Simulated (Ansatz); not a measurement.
The input, for Ansatz 0.2.0:

```yaml
crystal:
  periodic: [false, false, false]
  atoms:
    - {symbol: Ge, position_ang: [0.000000, 0.064628, 1.230152]}
    - {symbol: As, position_ang: [0.000000, -0.070415, -1.180173]}
    - {symbol: H, position_ang: [0.000000, -1.317769, 1.946080]}
    - {symbol: H, position_ang: [1.101747, 0.947133, -1.438211]}
    - {symbol: H, position_ang: [-1.101747, 0.947133, -1.438211]}
basis:
  gaussian: {orbitals: cc-pVTZ}
magnetization: {spin_polarized: true, initial_magnetization: 0}
correlation: {method: ccsdt_q, electrons: outside_noble_gas}
```

```sh
$ ansatz run in.yaml --threads 2 --pin off --events-out ev --progress --plain --max-ram 15360MiB --backend cuda --devices 0, --max-vram 18GiB
```

Log:

```
1541 factors; integrals over basis functions are off by at most 2.1e-7 eV
mean field evaluation 1: about -117316.7837 eV, gradient 8.0e0 eV
mean field evaluation 2: about -117316.7868 eV, gradient 8.0e0 eV
mean field evaluation 4: about -117317.5876 eV, gradient 1.4e0 eV
mean field evaluation 8: about -117317.6103 eV, gradient 4.0e-4 eV
mean field evaluation 16: about -117317.8639 eV, gradient 1.7e-1 eV
mean field evaluation 32: about -117317.6103 eV, gradient 3.8e-3 eV
mean field evaluation 64: about -117317.1279 eV, gradient 4.1e0 eV
mean field evaluation 96: about -117317.6813 eV, gradient 6.9e-1 eV
mean field evaluation 128: about -117317.8648 eV, gradient 1.3e-1 eV
mean field evaluation 160: about -117317.3420 eV, gradient 3.8e-2 eV
...
cycle  22  -7.61229639 eV  change    1.1e-5 eV  update   1.1e-5
cycle  23  -7.61229257 eV  change    3.8e-6 eV  update   7.8e-6
cycle  24  -7.61230117 eV  change   -8.6e-6 eV  update   6.6e-6
cycle  25  -7.61232382 eV  change   -2.3e-5 eV  update   5.5e-6
cycle  26  -7.61233644 eV  change   -1.3e-5 eV  update   3.6e-6
cycle  27  -7.61233618 eV  change    2.6e-7 eV  update   2.0e-6
cycle  28  -7.61233662 eV  change   -4.3e-7 eV  update   1.1e-6
cycle  29  -7.61233689 eV  change   -2.7e-7 eV  update   5.8e-7
cycle  30  -7.61233769 eV  change   -8.0e-7 eV  update   3.6e-7
cycle  31  -7.61233845 eV  change   -7.6e-7 eV  update   2.3e-7
perturbative correction -0.01838441 eV, -0.0006756145 hartree
Total energy: -117325.49668437 eV, -4311.6324770725 hartree
```

Ran on 2 threads of AMD EPYC 7R13 with a shared H100 80 GB, shared host: 54 s wall, 1.2 GiB peak host memory.
